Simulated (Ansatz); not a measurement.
Process, species as SMILES: FN(F)F -> FN(F)F as doublet, charge +1 + e-
Structures are relaxed separately at B3LYP-D3(BJ)/def2-TZVP in Ansatz (an electronic-structure program). Frequencies are from Ansatz. A spin state is the lowest found, not a proven ground state.

Quantity: adiabatic ionisation energy (0 K, with B3LYP-D3(BJ) harmonic zero-point energies), in eV. Valence correlation only, unless marked. UHF or UKS for open shells. Spin-orbit coupling is left out. Non-relativistic. CBS(X,Y): correlation extrapolated as X^-3; Hartree-Fock from the larger set. The bracket is a focal-point correction in the basis named.

| level | program | adiabatic ionisation energy (eV) |
|---|---|---|
| HF/6-31G* | Ansatz | 11.40 |

### Question
What does RI-MP2/CBS(cc-pVTZ,cc-pVQZ)+[CCSD(T)-MP2]/cc-pVTZ (Ansatz) give?

### Answer
12.65 eV
